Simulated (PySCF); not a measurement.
**Orbital picture of AlO⁻**

HSE06 at R = 1.668 Å; Al aug-cc-pVDZ-DK, O aug-cc-pVDZ-DK; spin-free X2C with a Gaussian nucleus (PySCF 2.14). State: ¹Σ⁺ (singlet), closed shell. Only the outer orbitals are listed, counted within each symmetry.

```tsv
orbital	occ.	ε (eV)	on Al (%)	main shells (%)
5σ	2	-17.36	0	98 O s
6σ	2	-3.02	43	54 O p, 42 Al s
2π	2	-1.04	14	85 O p, 12 Al p
2π	2	-1.04	14	85 O p, 12 Al p
7σ	2	-0.27	72	49 Al s, 27 O p, 23 Al p
3π	0	2.87	100	98 Al p
3π	0	2.87	100	98 Al p
8σ	0	3.00	80	78 Al p, 24 O s
```

Which are the highest filled and the lowest empty level, where do they sit, and how wide is the gap?

Highest filled 7σ at -0.27 eV (in %: 49 Al s, 27 O p, 23 Al p); lowest empty 3π at 2.87 eV (in %: 98 Al p); the gap at HSE06 is 3.14 eV. An empty level above zero is unbound, and its energy depends on the basis.

The bond order (Mayer) is 1.25 and the ⟨S²⟩ is 0.000. The charge on Al (Mulliken, basis-dependent) is 0.14, the charge on Al (Löwdin, basis-dependent) is 0.18 and the dipole moment (positive dipole points towards O; it is taken about the centre of mass and depends on that origin) is -1.35 D.
